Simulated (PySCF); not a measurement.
C₂H₄F₂O.
Z-matrix (Å and degrees, PBE0-D3(BJ)/def2-SVP geometry), rows numbered from 1:
```
C 
O   1  1.4063
C   2  1.3487  1  114.80
F   3  1.3536  2  110.99  1    68.78
F   3  1.3311  2  107.60  1  -173.37
H   1  1.1022  2  111.53  3   -65.01
H   1  1.1057  2  111.43  3    56.88
H   1  1.0965  2  107.00  3   175.71
H   3  1.1096  2  113.14  1   -52.04
```

The closed-shell ground state was solved at several levels (PySCF, density fitting, gas phase, non-relativistic).

```tsv
level	basis functions	total energy (Eh)	HOMO (eV)	LUMO (eV)	gap (eV)	dipole (D)
PBE0/pcSseg-1	105	-353.1316	-8.86	1.45	10.31	2.89
CAM-B3LYP/pcSseg-2	236	-353.5706	-10.45	1.20	11.65	2.92
B3LYP/pcJ-1	175	-353.5303	-8.59	1.11	9.70	2.87
```

**Question.** Estimate the row for CAM-B3LYP/def2-SVPD, a basis of 141 functions; the other rows only guide the guess.

**Answer.** Total energy -353.1713 Eh, HOMO -10.50 eV, LUMO 1.22 eV, gap 11.72 eV, dipole 2.95 D.

**Question.** Over all these levels, which gives the widest orbital gap and which the narrowest?

**Answer.** CAM-B3LYP/def2-SVPD (range-separated hybrid) has the widest, 11.72 eV, and B3LYP/pcJ-1 (global hybrid, 20 % exact exchange) the narrowest, 9.70 eV. Functional and basis both differ between the two, so the spread mixes both effects.

**Question.** How far do the dipole and the HOMO energy spread over the levels?

**Answer.** The dipole runs from 2.87 to 2.95 D (mean 2.91 D) and the HOMO from -10.50 to -8.59 eV.

One conformer stands for the species.
